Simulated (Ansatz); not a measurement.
# CH6AlO+ (SMILES [CH3][AlH][OH2+]): functionals against CCSD(T) at one geometry

How do the functionals fare away from a minimum? The structure is a structure displaced at random from a GFN2-xTB minimum.

Method: single points in def2-TZVPP; program: Ansatz 0.2.0, Gaussian basis.

Cores are frozen in the correlated methods.

## Step 1: The starting structure

9 atoms, charge 1, spin multiplicity 1.

Atoms are counted from 1 here; the program's logs count them from 0.

Bond lengths: C1–Al2 1.951 Å, C1–H4 1.111 Å, C1–H5 1.083 Å, C1–H6 1.149 Å, Al2–O3 1.915 Å, Al2–H7 1.541 Å, O3–H8 0.941 Å, O3–H9 0.987 Å. Angles: Al2–C1–H4 110.3°, Al2–C1–H5 115.5°, Al2–C1–H6 110.1°, H4–C1–H5 106.5°, H4–C1–H6 110.7°, H5–C1–H6 103.5°, C1–Al2–O3 111.9°, C1–Al2–H7 148.5°, O3–Al2–H7 99.6°, Al2–O3–H8 128.1°, Al2–O3–H9 120.9°, H8–O3–H9 110.1°.

As a file:

```xyz
9

C    -0.8176    1.0573   -0.7331
Al    0.6969   -0.1328   -0.4218
O     0.4773   -1.1679    1.1739
H    -1.7501    0.4681   -0.8680
H    -0.7333    1.7027   -1.5987
H    -0.9259    1.7942    0.1412
H     2.0766   -0.6493   -0.8752
H     0.8337   -0.9999    2.0286
H     0.0936   -2.0768    1.1391
```

## Step 2: CCSD(T)/def2-TZVPP

run/in.yaml

```yaml
crystal:
  periodic: [false, false, false]
  atoms:
    - {symbol: C, position_ang: [-0.817600, 1.057300, -0.733100]}
    - {symbol: Al, position_ang: [0.696900, -0.132800, -0.421800]}
    - {symbol: O, position_ang: [0.477300, -1.167900, 1.173900]}
    - {symbol: H, position_ang: [-1.750100, 0.468100, -0.868000]}
    - {symbol: H, position_ang: [-0.733300, 1.702700, -1.598700]}
    - {symbol: H, position_ang: [-0.925900, 1.794200, 0.141200]}
    - {symbol: H, position_ang: [2.076600, -0.649300, -0.875200]}
    - {symbol: H, position_ang: [0.833700, -0.999900, 2.028600]}
    - {symbol: H, position_ang: [0.093600, -2.076800, 1.139100]}
basis:
  gaussian: {orbitals: def2-TZVPP}
total_charge: 1
correlation: {method: ccsd_t}
output: {forces: true}
```

No record of the launch command was kept for these runs.

## Step 3: PBE0-D4/def2-TZVPP

run/in.yaml: that of step 2 with these lines changed.

```diff
@@ -15,3 +15,3 @@
 total_charge: 1
-correlation: {method: ccsd_t}
-output: {forces: true}
+hamiltonian: {xc: pbe0, dispersion: d4}
+output: {forces: true, orbitals: {seedname: orbitals}}
```

## Step 4: wB97M-V/def2-TZVPP

run/in.yaml: that of step 3 with these lines changed.

```diff
@@ -15,3 +15,3 @@
 total_charge: 1
-hamiltonian: {xc: pbe0, dispersion: d4}
-output: {forces: true, orbitals: {seedname: orbitals}}
+hamiltonian: {xc: {name: wB97M-V}}
+output: {forces: true}
```

## Step 5: r2SCAN-D4/def2-TZVPP

run/in.yaml: that of step 4 with these lines changed.

```diff
@@ -15,3 +15,3 @@
 total_charge: 1
-hamiltonian: {xc: {name: wB97M-V}}
+hamiltonian: {xc: r2scan, dispersion: d4}
 output: {forces: true}
```

## Step 6: PBE-D4/def2-TZVPP

run/in.yaml: that of step 5 with these lines changed.

```diff
@@ -15,3 +15,3 @@
 total_charge: 1
-hamiltonian: {xc: r2scan, dispersion: d4}
+hamiltonian: {xc: pbe, dispersion: d4}
 output: {forces: true}
```

## Step 7: HSE06-D4/def2-TZVPP

run/in.yaml: that of step 6 with these lines changed.

```diff
@@ -15,3 +15,3 @@
 total_charge: 1
-hamiltonian: {xc: pbe, dispersion: d4}
+hamiltonian: {xc: hse06, dispersion: d4}
 output: {forces: true}
```

## Step 8: r2SCANh-D4/def2-TZVPP

run/in.yaml: that of step 7 with these lines changed.

```diff
@@ -15,3 +15,3 @@
 total_charge: 1
-hamiltonian: {xc: hse06, dispersion: d4}
+hamiltonian: {xc: {name: r2SCANh}, dispersion: d4}
 output: {forces: true}
```

(Steps that only read results are left out.)

Q: Predict the outcome of this session. Wanted: energy less free atoms, CCSD(T)/def2-TZVPP; RMS force component; RMS force error; HOMO and LUMO, PBE0-D4; T1 diagnostic.

As calculated:

| quantity | value |
| --- | --- |
| energy less free atoms, CCSD(T)/def2-TZVPP | -535.2 kcal/mol |
| RMS force component | 0.678 to 0.700 eV/Å over the methods |
| RMS force error | PBE0-D4 0.058, wB97M-V 0.061, r2SCAN-D4 0.068, PBE-D4 0.179, HSE06-D4 0.057, r2SCANh-D4 0.064 eV/Å |
| HOMO and LUMO, PBE0-D4 | -13.37 and -6.30 eV |
| T1 diagnostic | 0.009 |

In words: Against CCSD(T) the functionals' energies less atoms differ by -17.1 to -7.2 kcal/mol, PBE-D4 by -16.1 kcal/mol. CCSD(T) in triple zeta still lacks some correlation energy of the bonds, so part of these gaps is its own basis error and they don't rank the functionals. The forces of HSE06-D4 come nearest to CCSD(T), those of PBE-D4 are farthest. Frozen-core CCSD(T) forces in triple zeta carry basis errors of their own, and this is one geometry, so small gaps rank nothing.
